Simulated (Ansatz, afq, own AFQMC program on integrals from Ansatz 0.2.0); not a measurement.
**AlB, singlet: AFQMC among the cluster methods**

```xyz
2

B     0.0000    0.0000    0.0000
Al    0.0000    0.0000    2.4860
```

Basis cc-pVDZ. Noble-gas cores (and the filled d shells of Ga–Kr and In–Xe) are frozen. Integrals, coupled cluster, full CI and functionals: Ansatz 0.2.0; the random walks run on the same integrals in our own AFQMC program. ph-AFQMC/CISD is guided by a CISD state made of CCSD amplitudes; releasing the constraint for a short imaginary time cuts its bias at the price of noise, slowly where states lie close. Error bars are statistical, one sigma.

Determinant: RHF, the one that the program's search chose, which needn't be the lowest solution. The geometry is a point of a scan.

Full CI on the same integrals is exact in this basis and with this determinant's frozen core.

Cautions: higher spins were not checked; restricted determinant unstable towards unrestricted (UHF 869 meV lower, ⟨S²⟩ 1.18); the released energies are still falling, so no released level is given (meV from the phaseless value at times in 1/Eh: -6 ± 4 at 0.24, -11 ± 3 at 0.51, -21 ± 3 at 0.99, -24 ± 3 at 1.62, -33 ± 4 at 2.40); CCSDTQ on the UHF determinant differs (483 meV lower), perhaps since the unrestricted series falls towards higher spin.

- T1 diagnostic: 0.0184
- weight of the determinant in the CISD state: 0.831
- size of the correlated space: 6 electrons in 26 orbitals

```tsv
level	correlation energy (eV)
MP2	-2.5036
CCSD	-3.6537
CCSD(T)	-3.7623
```

(1) Estimate where full CI lies against CCSD(T) on the same integrals.

(1) 2.77 mEh below CCSD(T).

Reference: full CI, correlation energy -3.838 eV.

```tsv
level	E − E(reference) (mEh)	share of correlation (%)
CCSD(T)	2.77	98.03
CCSDT	1.19	99.16
CCSDT(Q)	0.56	99.60
CCSDTQ	0.07	99.95
ph-AFQMC/CISD	2.16 ± 0.13	98.47
```

CCSDT and higher add their correlation energy to the determinant of the CCSD(T) run, since their own runs factorise the integrals more tightly (a shift of under 2 meV). A walk keeps the symmetry of its determinant, which the program's search chose and which needn't be the lowest solution, so a lower state of the same spin and another symmetry isn't excluded.
